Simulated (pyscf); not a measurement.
Elementary routes open to H₃C–CH₂–ZnH (SMILES C[CH2][ZnH]) + H₂Se (SMILES [SeH2]) in the gas phase (singlet surface):
A. H₃C–CH₂–Zn–SeH (SMILES C[CH2][Zn][SeH]) + H₂ (SMILES [H][H]) (H–Zn, H–Se broken; Se–Zn, H–H formed)
B. H₃C–CH₃ (SMILES CC) + HZn–SeH (SMILES [ZnH][SeH]) (C–Zn, H–Se broken; C–H, Se–Zn formed)

Single points on ωB97X-D3(BJ)/def2-SVP structures (PySCF, gas phase).

Problem. Rank the routes by free-energy barrier at 600 K, lowest first, for ωB97M-D3(BJ)/def2-TZVP energies (ideal gas, 1 atm, RRHO with modes under 100 cm⁻¹ raised to 100, one conformer, R ln 2 for chiral ones without a mode under 150 cm⁻¹).

Solution. A (142.3 kJ/mol), B (152.0 kJ/mol)

Route A is the fastest of these, ahead of the next by 9.7 kJ/mol. The most stable products are those of B (ΔG = -132.9 kJ/mol), whose barrier is 9.7 kJ/mol higher: the kinetic and the thermodynamic product differ. At 1200 K A is still the fastest. A: On the reactant side the descent ends in an adduct with a Se–Zn contact, 30.1 kJ/mol under the separated species and 72.4 kJ/mol under the saddle at ωB97X-D3(BJ)/def2-TZVP. B: On the reactant side the descent ends in an adduct with a Se–Zn contact, 29.5 kJ/mol under the separated species and 81.5 kJ/mol under the saddle at ωB97X-D3(BJ)/def2-TZVP. Only these routes are compared; each barrier is that of the saddle found, and lower ones may exist. Elements up to Kr have no core potential and no relativistic terms here.
